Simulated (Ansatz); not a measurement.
## How the elastic constant C12 of bcc Ba moves with the method

No measured value is used here.

Task: Put these levels in order of the elastic constant C12 that they give for bcc Ba, smallest first: LDA (Ansatz, a first-principles code), PBE (Ansatz), r²SCAN (Ansatz).

Result: r²SCAN (6.4 GPa), PBE (7.3 GPa), LDA (8.3 GPa)

Unless a cell is named, each level is at its own relaxed cell (LDA 53.83, PBE 63.25, r²SCAN 65.13 Å³/atom).

Each level is taken at its own relaxed cell. Cutoffs differ between the levels. Ansatz's density-functional and Hartree–Fock values are scalar-relativistic unless marked +SOC, with PAW data made under PBE.
